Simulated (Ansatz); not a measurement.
Reaction: C3H9N (propan-2-amine, SMILES C(N)(C)C) → C3H7 (SMILES C[CH]C, doublet) + NH2 (SMILES [NH2], doublet) (the C-N bond breaks)
Each species at its own B3LYP-D3(BJ)/def2-TZVP minimum (Ansatz, an electronic-structure program), one conformer.

Total energies in hartree (Ansatz). Radicals and triplets start from unrestricted determinants; spin-orbit coupling is neglected. Correlated methods leave the cores frozen. No relativity.

```csv
species,HF/cc-pVTZ,CCSD(T)/cc-pVTZ,HF/cc-pVQZ,CCSD(T)/cc-pVQZ,CCSD(T)/cc-pVDZ,CCSDT(Q)/cc-pVDZ
"1: C3H9N (propan-2-amine, SMILES NC(C)C)",-173.35500,-174.18368,-173.36725,-174.23805,-173.98990,-173.99191
"2: C3H7 (SMILES C[CH]C, doublet)",-117.67919,-118.24596,-117.68682,-118.28099,-118.11766,-118.11923
"3: NH2 (SMILES [NH2], doublet)",-55.58579,-55.79359,-55.59045,-55.81078,-55.73272,-55.73328
```

Work out the bond dissociation energy (electronic) in kcal/mol: take Hartree-Fock from cc-pVQZ, extrapolate the CCSD(T) correlation energy as X^-3 (X = 3, 4), and add CCSDT(Q) - CCSD(T) in cc-pVDZ. 1 hartree = 627.51 kcal/mol.


Species 1: correlation (64·(-0.87080) - 27·(-0.82868))/37 = -0.90154; step -0.00201; E1 = -173.36725 + (-0.90154) + (-0.00201) = -174.27080
Species 2: correlation (64·(-0.59417) - 27·(-0.56677))/37 = -0.61416; step -0.00157; E2 = -117.68682 + (-0.61416) + (-0.00157) = -118.30255
Species 3: correlation (64·(-0.22033) - 27·(-0.20780))/37 = -0.22947; step -0.00056; E3 = -55.59045 + (-0.22947) + (-0.00056) = -55.82048
-1·E1 +1·E2 +1·E3 = 0.14777 hartree = 92.7 kcal/mol.
